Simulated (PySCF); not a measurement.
**CF⁺: one state, many levels of theory**

State: ¹Σ⁺ (singlet), closed shell. Set-up: basis C pcseg-2, F pcseg-2; no relativity; PySCF 2.14. De refers to C⁺ + F in their high-spin ground configurations, without counterpoise correction. A positive dipole points towards F; it is taken about the centre of mass and depends on that origin.

| Level | Re (Å) | ωe (cm⁻¹) | De (eV) | μ (D) |
| --- | --- | --- | --- | --- |
| RHF | 1.131 | 1977 | 5.48 | -1.24 |
| RHF-MP2 | 1.156 | 1819 | 8.10 | n/a |
| RHF-SCS-MP2 | 1.155 | 1826 | 7.82 | n/a |
| RHF-CCSD | 1.154 | 1832 | 7.47 | n/a |
| RHF-CCSD(T) | 1.161 | 1783 | 7.72 | n/a |
| PBE | 1.169 | 1707 | 8.52 | -0.96 |
| r²SCAN | 1.158 | 1774 | 8.10 | -0.96 |
| TPSSh | 1.160 | 1764 | 7.87 | -1.00 |
| PBE0 | 1.152 | 1820 | 8.00 | -1.01 |
| B97-3 | 1.151 | 1830 | 7.99 | -1.00 |
| M06 | 1.149 | 1852 | 8.12 | -1.03 |
| ωB97X | 1.154 | 1820 | 7.97 | -1.02 |

(1) Which functional lies closest to RHF-CCSD(T) in De, which farthest, and by how much do they differ from it?

(2) What does a quarter of exact exchange do here, going from PBE to PBE0?

(3) What does second-order correlation do here, going from RHF to RHF-MP2?

Correlated steps freeze 2 core orbitals. For an ion De counts to the pair picked by the measured ionisation energies or electron affinities, which need not be the lowest pair at this level. Where the molecule has an RHF reference, its open-shell atoms are computed with UHF. The CCSD T1 diagnostic is raised, a sign that a single reference may not be enough here.

Answers

(1) Closest is TPSSh (-0.1 pm in Re, -1.1 % in ωe, +0.15 eV in De against RHF-CCSD(T) in the same basis), farthest PBE (+0.8 pm in Re, -4.3 % in ωe, +0.80 eV in De). CCSD(T) converges more slowly with the basis than the functionals do and binds too weakly in this one, so the order can change at the basis-set limit.

(2) PBE0 less PBE: -1.7 pm in Re, +6.6 % in ωe, -0.52 eV in De. Exact exchange removes part of the self-interaction that spreads semilocal densities, and in most molecules shortens and stiffens the bond and lowers De; so it does here.

(3) RHF-MP2 less RHF: +2.5 pm in Re, -8.0 % in ωe, +2.62 eV in De. Correlation nearly always deepens the well. The bond lengthens, as in strong covalent bonds, where excitations into antibonding orbitals dominate.
